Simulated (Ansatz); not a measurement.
`C=CC(F)F`. Total charge 0; spin multiplicity 1.

| atom | x (Å) | y (Å) | z (Å) |
| --- | --- | --- | --- |
| C1 | 1.0429 | 0.5553 | 0.7411 |
| C2 | -0.0890 | -0.1048 | 0.5671 |
| C3 | -0.6761 | -0.4065 | -0.7690 |
| F4 | 0.0032 | 0.2074 | -1.7669 |
| F5 | -1.9636 | 0.0383 | -0.8169 |
| H6 | 1.6131 | 0.9262 | -0.1022 |
| H7 | 1.4316 | 0.7465 | 1.7338 |
| H8 | -0.6649 | -0.4827 | 1.4063 |
| H9 | -0.6973 | -1.4797 | -0.9933 |

(1) What are the harmonic wavenumbers in cm⁻¹ at PBE0-D4/def2-TZVP (Ansatz, finite differences of forces, unscaled)? (Best estimate.)

(2) Is this a minimum?

(3) Give the ideal-gas thermochemistry at 298.15 K and 1 bar (rigid rotor, harmonic oscillator; point group C1, symmetry number 1).

(4) And at 400, 500, 600, 800 and 1000 K?

Answers

(1) Computed: 108, 270, 384, 522, 582, 733, 965, 993, 1022, 1027, 1115, 1189, 1314, 1372, 1403, 1451, 1738, 3058, 3170, 3191, 3262.

(2) Yes, all 21 modes are real.

(3) Zero-point energy 172.7 kJ/mol; H(298) − E = 188.4 kJ/mol; entropy 302.3 J/(mol·K), of which translation 163.2, rotation 106.3, vibration 32.8; G(298) − E = 98.2 kJ/mol.

(4) 
```json
{"T (K)": "400", "H − E (kJ/mol)": "197.3", "S (J/mol/K)": "327.9", "G − E (kJ/mol)": "66.1"}
{"T (K)": "500", "H − E (kJ/mol)": "207.8", "S (J/mol/K)": "351.3", "G − E (kJ/mol)": "32.2"}
{"T (K)": "600", "H − E (kJ/mol)": "219.7", "S (J/mol/K)": "373.0", "G − E (kJ/mol)": "-4.1"}
{"T (K)": "800", "H − E (kJ/mol)": "247.0", "S (J/mol/K)": "412.1", "G − E (kJ/mol)": "-82.7"}
{"T (K)": "1000", "H − E (kJ/mol)": "277.5", "S (J/mol/K)": "446.1", "G − E (kJ/mol)": "-168.6"}
```
